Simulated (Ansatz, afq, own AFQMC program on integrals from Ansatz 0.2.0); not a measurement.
## Where AFQMC and coupled cluster stand for AlSiH, triplet

```yaml
atoms:
  - { symbol: Si, position_ang: [0.0000, 0.0000, 1.7570] }
  - { symbol: Al, position_ang: [0.0000, 0.0000, -0.0790] }
  - { symbol: H, position_ang: [0.0000, 0.0000, -1.6779] }
```

Connectivity, by distances: Si–AlH.

Basis 6-31G. Only valence electrons are correlated. Integrals, coupled cluster, full CI and functionals: Ansatz 0.2.0; the random walks run on the same integrals in our own AFQMC program. ph-AFQMC/CISD is guided by a CISD state made of CCSD amplitudes; releasing the constraint for a short imaginary time cuts its bias at the price of noise, slowly where states lie close. Error bars are statistical, one sigma.

Determinant: UHF, the one that the program's search chose, which needn't be the lowest solution. The geometry is a point of a scan.

Full CI on the same integrals is exact in this basis and with this determinant's frozen core.

Cautions: lower spins were not checked; the search met a lower determinant of the same kind, perhaps of another symmetry (52 meV lower); raised T1 diagnostic (T1 0.043, weight of the determinant 0.88, largest double 0.11); unrestricted determinant spin contaminated (⟨S²⟩ 2.15 against 2.00).

- T1 diagnostic: 0.0434
- weight of the determinant in the CISD state: 0.883
- ⟨S²⟩ of the determinant: 2.150
- size of the correlated space: 8 electrons in 18 orbitals

Reference: full CI, correlation energy -2.212 eV. The released energy is read at 2.40 1/Eh (meV from the phaseless value at times in 1/Eh: -1.1 ± 2.0 at 0.24, -2.3 ± 1.6 at 0.51, -5.4 ± 1.3 at 0.99, -5.5 ± 1.2 at 1.62, -4.6 ± 1.1 at 2.40).

```
         level  E − E(reference) (meV)  share of correlation (%)
            HF                  2211.6                      0.00
           MP2                   724.6                     67.23
          CCSD                    77.1                     96.51
       CCSD(T)                    26.2                     98.81
         CCSDT                     5.0                     99.77
      CCSDT(Q)                     0.9                     99.96
        CCSDTQ                     0.4                     99.98
 ph-AFQMC/CISD               8.0 ± 2.2                     99.64
released AFQMC               3.5 ± 1.1                     99.84
```

CCSDT and higher add their correlation energy to the determinant of the CCSD(T) run, since their own runs factorise the integrals more tightly (a shift of under 2 meV). Released energies are given only where the last usable release times agree within the noise; a slower fall can still hide under it.
